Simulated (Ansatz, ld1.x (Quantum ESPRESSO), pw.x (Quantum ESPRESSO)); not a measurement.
Ru (Z = 44): does the TM potential hold in the solid?

```
Element                 : Ru (Z = 44)
Generator               : ld1.x (Quantum ESPRESSO) 7.5
Type                    : norm-conserving Troullier–Martins (Kleinman–Bylander form)
Functional              : PBEsol
Relativity              : scalar-relativistic
Frozen core             : [Kr]
Valence charge          : 8
Reference configuration : 4d7 5s1 5p0
Partial waves           : 5s (bound): rc 4.46 bohr; 4d (bound): rc 1.85 bohr; 5p (bound, empty): rc 3.65 bohr
Local potential         : the p channel
Core correction         : Bessel-smoothed model core inside 1.60 bohr
```

Atomic tests: cutoffs needed: 50 Ry and 55 Ry (the cutoffs (Ry, on a coarse ladder) from which the occupation-weighted sum of valence levels, in a spherical-Bessel basis at the reference potential, stays within 10 and 1 mRy of its value at 400 Ry); ghost test: no extra level below or beside the all-electron valence levels (s, d, p, f tested) (spherical-Bessel basis up to 400 Ry, 20 bohr box); configuration tests: 1 of 7 tests not solved or not reliable.

Crystal test: bcc Ru in pw.x 7.5, no spin, 15³ k-points, Fermi–Dirac smearing 0.01 Ry, cutoffs 70/280 Ry. The reference is all-electron LAPW (Ansatz 0.2.0) with the same functional, mesh and smearing; V0 and B0 come from Birch–Murnaghan fits to the pressures at five volumes. Errors are pseudo minus all-electron; Δ is the rms difference of the E(V) curves that follow from these fits, minima aligned, over ±6 % about the mean V0. Mesh and smearing are coarse, so the numbers serve the comparison and aren't converged zero-temperature values; the lattice is a test structure that the element need not adopt.

All-electron: a0 = 3.021 Å (V0 = 13.79 Å³/atom), B0 = 307.4 GPa.

How far does the potential miss the all-electron equation of state?

mean pressure error (GPa): +48.62. The pressure does not cross zero within the volumes sampled, so no fit is given. The largest radius (4.46 bohr) exceeds half the bond length (2.47 bohr), so the spheres overlap, which is one possible source of error among others. This is a poor potential for the solid. Atomic configuration tests: 1 of 7 tests not solved or not reliable.

| V (Å³/atom) | P all-electron (GPa) | P pseudo (GPa) |
| --- | --- | --- |
| 13.080 | 18.34 | 77.64 |
| 13.424 | 8.71 | 62.01 |
| 13.768 | 0.38 | 48.39 |
| 14.112 | -6.82 | 36.51 |
| 14.456 | -13.03 | 26.13 |

At the middle volume, how do free energy and pressure move when the wave cutoff is lowered (ecutrho kept at four times it)?

| cutoff (Ry) | shift of F (meV/atom) | shift of P (GPa) |
| --- | --- | --- |
| 32 | +3296.8 | -158.59 |
| 42 | +384.1 | -30.78 |
| 56 | +3.5 | -0.37 |

The 8 pw.x runs together took about 68 s on one core of a shared server CPU.
